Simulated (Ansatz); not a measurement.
Corundum Cr₂O₃, treated with r²SCAN in Ansatz (plane waves, PAW).

Settings: plane-wave cutoff 500 eV, 10×10×10 k mesh, Fermi–Dirac smearing 0.05 eV, spin-polarised with opposed moments, scalar-relativistic PAW data made under PBE.

Cell (relaxed at this level):

```yaml
crystal:
  lattice:
    - [4.76600, -2.47197, 0.00963]
    - [4.76600, 2.47197, 0.00963]
    - [3.47561, 0.00000, 4.09214]
  atoms:
    - { symbol: Cr, position: [0.84688, 0.84688, 0.84688] }
    - { symbol: Cr, position: [0.34688, 0.34688, 0.34688] }
    - { symbol: Cr, position: [0.15312, 0.15312, 0.15312] }
    - { symbol: Cr, position: [0.65312, 0.65312, 0.65312] }
    - { symbol: O, position: [0.44256, 0.05744, 0.75000] }
    - { symbol: O, position: [0.05744, 0.75000, 0.44256] }
    - { symbol: O, position: [0.55744, 0.94256, 0.25000] }
    - { symbol: O, position: [0.25000, 0.55744, 0.94256] }
    - { symbol: O, position: [0.94256, 0.25000, 0.55744] }
    - { symbol: O, position: [0.75000, 0.44256, 0.05744] }
```

### Question
Predict the magnetic moment (largest site, within a sphere) and band gap.

### Answer

magnetic moment (largest site, within a sphere): 2.35 μB
band gap: 2.59 eV (on the SCF k mesh)

Measured, for comparison: band gap 3.3 ± 0.1 eV (temperature not stated, no zero-point or thermal correction, middle of the range; as tabulated in Medasani et al. (2019), arXiv:1904.04625). Computed (rounded) less measured: band gap -0.71 eV.

Moments are spin moments.

Static lattice: no zero-point or thermal effects.

Ansatz is a program for electronic structure.
